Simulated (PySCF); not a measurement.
Species: trifluoroacetaldehyde, C2HF3O.
Geometry (PBE0-D3(BJ)/def2-SVP, Å), atoms numbered from 1 in this order:
```xyz
7
C2HF3O angstrom
O      1.142   -1.104   -0.988
C      0.831   -0.121   -0.388
C     -0.557    0.055    0.241
F     -0.422    0.226    1.556
F     -1.334   -0.986    0.017
F     -1.131    1.148   -0.263
H      1.506    0.754   -0.224
```

Computed, not measured: PySCF 2.14.0, density-fitted response routines, TDDFT PBE0/def2-SVPD, vertical, gas phase, core orbitals frozen in the response.

Transition dipole moments from the ground state, in atomic units and in the frame of the coordinates above (overall signs are arbitrary), for the states with f of 0.002 or more among the lowest 6:

```csv
state,E (eV),μx,μy,μz
S2,8.273,0.203,0.279,0.057
S6,9.221,-0.411,0.241,0.279
```

Work out the oscillator strengths.

f = (2/3) ΔE |μ|² with ΔE in hartree (27.2114 eV).

```csv
state,|μ|² (au),|μ| (D),f
S2,0.122,0.89,0.025
S6,0.305,1.40,0.069
```

Label these states by symmetry in Cs.

Polarised in the mirror plane, so A′: S2 and S6.

Which bond between heavy atoms lies closest to the direction of the S6 transition dipole?

C2–C3, at 21° from it; next O1–C2 at 36°.

What angle do the transition dipoles of S2 and S6 make?

|cos θ| = |μa·μb| / (|μa| |μb|) = 0.00, so θ ≈ 90° (taken between 0 and 90°, since the signs are arbitrary).

How is the summed strength of these states shared among x, y and z?

(2/3) Σ ΔE μα² gives 0.047 for x, 0.029 for y and 0.018 for z, 0.094 in all.

What peak molar absorption coefficient would the strongest computed level give as a lone Gaussian band 0.5 eV wide at half height?

ε(max) = 2.175×10⁸ f / FWHM, with the width in cm⁻¹. S6: 2.175×10⁸ × 0.0689 / 4033 ≈ 3700 L mol⁻¹ cm⁻¹.
